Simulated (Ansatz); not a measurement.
**C2H3FO, singlet: reading a ladder of total energies**

Geometry: MP2(full)/6-31G*, from the G2/97 set.

```xyz
7

C     0.0820    0.1378    0.0000
O     0.2086    1.3286    0.0000
F    -1.1620   -0.4314    0.0000
C     1.1314   -0.9248    0.0000
H     2.1179   -0.4657    0.0000
H     1.0068   -1.5570    0.8815
H     1.0068   -1.5570   -0.8815
```

Basis 6-31G* (Cartesian d functions); Ansatz 0.2.0. Only valence electrons are correlated (noble-gas cores frozen), which leaves 24 electrons in 62 orbitals. Prefix R: restricted or restricted open-shell reference.

Full CI isn't at hand for all of this; RCCSDT(Q) serves as the reference, and is uncertain by about the last step of the cluster series.

Runs differ by some tens of microhartree through their thresholds, so steps under 0.03 kcal/mol mean nothing.

```tsv
level	total energy (hartree)
RHF	-251.794981
RMP2	-252.398642
RCCSD	-252.417103
RCCSD(T)	-252.435605
RCCSDT	-252.436389
RCCSDT(Q)	-252.437970
```

Question: What is the correlation energy at RCCSDT(Q), and what share of it do RMP2 and RCCSD(T) recover?

Answer: E(corr) = -252.437970 − (-251.794981) = -0.642989 hartree = -17.497 eV. RMP2: -0.603661 / -0.642989 = 93.88 %. RCCSD(T): -0.640624 / -0.642989 = 99.63 %.

Question: By how many kcal/mol does RCCSD(T) miss RCCSDT(Q) (1 hartree = 627.509 kcal/mol), and which steps make up the rest?

Answer: -252.435605 − (-252.437970) = 0.002365 hartree = 1.48 kcal/mol. Steps: RCCSDT − RCCSD(T) = -0.49, RCCSDT(Q) − RCCSDT = -0.99 kcal/mol. Differences between like states or geometries often cancel part of this.
